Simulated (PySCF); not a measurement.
# Calculated properties of `CO[C]=O` [radical]

Species: C2H3O2 (doublet state).
SMILES with atom numbers: `[CH3:1][O:2][C:3]=[O:4]` (hydrogens: H5, H6, H7 on C1)

Geometry (PBE0-D3(BJ)/def2-SVP, Å), atoms numbered from 1 in this order:
```xyz
7
C2H3O2 angstrom
C     -0.7294   -0.1454    0.1169
O      0.5240   -0.8462    0.0533
C      1.6052   -0.1140    0.0956
O      1.7354    1.0606    0.1867
H     -0.9042    0.3952   -0.8243
H     -1.5008   -0.9086    0.2646
H     -0.7235    0.5683    0.9526
```

From PBE0-D3(BJ)/def2-SVP geometry optimisation, gas phase (PySCF):

```
Rotational constants A, B, C : 23.486, 6.787, 5.449 GHz
Dipole moment                : 2.67 D
```

UKS B3LYP, IGLO-III on C O, pcH-1 on H, non-relativistic, mean-field spin-orbit, GIAO (PySCF):

```
Isotropic g value                                                      : 2.00140
Principal g values                                                     : 1.99833, 2.00171, 2.00414
Spin squared ⟨S²⟩                                                      : 0.753
Largest Mulliken spin population                                       : 0.72 on C3
Largest isotropic hyperfine couplings (means over sets of like nuclei) : 13C +622.6 (C3), 17O -244.5 (O2), 17O -54.5 (O4), 13C +22.1 (C1), 1H -3.9 (H5/H6/H7) MHz
```

Monoisotopic mass from the formula: 59.0133 u.

The rotational constants make it an asymmetric top with κ = (2B − A − C)/(A − C) = -0.85, nearer the prolate limit (−1). g_iso is shifted by about -920 ppm from the free-electron value 2.002319; the principal values span 0.0058. At 9.50 GHz, hν = g·μB·B₀ (B₀ the magnetic field) puts the centre of the isotropic spectrum, to first order, at 339.1 mT. The dipole matches unit charges of opposite sign 0.56 Å apart (1 e·Å = 4.8032 D).

Couplings of like nuclei are plain means over topologically equivalent atoms, as if these changed places fast (by rotation of a methyl-like group, say); in this geometry the members of some sets differ.

One conformer stands for the species.
